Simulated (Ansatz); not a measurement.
**C2HCl2+ (SMILES Cl[C+]=CCl): functionals against CCSD(T) at one geometry**

The task here is to estimate one member of a computed series from the others.

The runs use Ansatz 0.2.0, Gaussian basis; single points in def2-TZVPP.

Cores are frozen in the correlated methods.

## The starting structure

SMILES `Cl[C+]=CCl`, 5 atoms, charge 1, spin multiplicity 1.

Atoms are counted from 1 here; the program's logs count them from 0.

Bond lengths: Cl1–C2 1.566 Å, C2–C3 1.312 Å, C3–Cl4 1.596 Å, C3–H5 1.115 Å. Angles: Cl1–C2–C3 173.4°, C2–C3–Cl4 137.2°, C2–C3–H5 105.5°, Cl4–C3–H5 117.2°.

Coordinates:

```
Cl   -0.6106   -1.7218    1.4728
C    -0.2968   -0.5491    0.4840
C     0.1062    0.3799   -0.3499
Cl   -0.5577    1.3659   -1.4152
H     1.2031    0.4805   -0.1762
```

Set-up of the first run:

File run/in.yaml:

```yaml
crystal:
  periodic: [false, false, false]
  atoms:
    - {symbol: Cl, position_ang: [-0.610576, -1.721761, 1.472789]}
    - {symbol: C, position_ang: [-0.296818, -0.549070, 0.483961]}
    - {symbol: C, position_ang: [0.106168, 0.379898, -0.349921]}
    - {symbol: Cl, position_ang: [-0.557724, 1.365912, -1.415199]}
    - {symbol: H, position_ang: [1.203076, 0.480549, -0.176240]}
basis:
  gaussian: {orbitals: def2-TZVPP}
total_charge: 1
hamiltonian: {xc: pbe, dispersion: d4}
output: {forces: true}
```

The run is started by

```bash
$ ansatz run in.yaml --threads 2 --pin off --events-out ev --progress --plain --max-ram 3481MiB
```

Among the steps run: PBE-D4/def2-TZVPP; r2SCAN-D4/def2-TZVPP; PBE0-D4/def2-TZVPP; wB97M-V/def2-TZVPP; CCSD(T)/def2-TZVPP.

One table of the session follows, with a row left open; its other results are not shown here.

```
   method  RMS force component (eV/Å)  angle to CCSD(T) forces (°)
   PBE-D4                       1.079                          9.3
r2SCAN-D4                       1.108                         10.2
  PBE0-D4                       1.152                         12.9
  wB97M-V                           ?                            ?
  CCSD(T)                       1.242                    reference
```

**Question.** Estimate the row for wB97M-V.

The run gave: RMS force component (eV/Å): 1.332; angle to CCSD(T) forces (°): 11.3. In the column «RMS force component (eV/Å)» it is the highest.
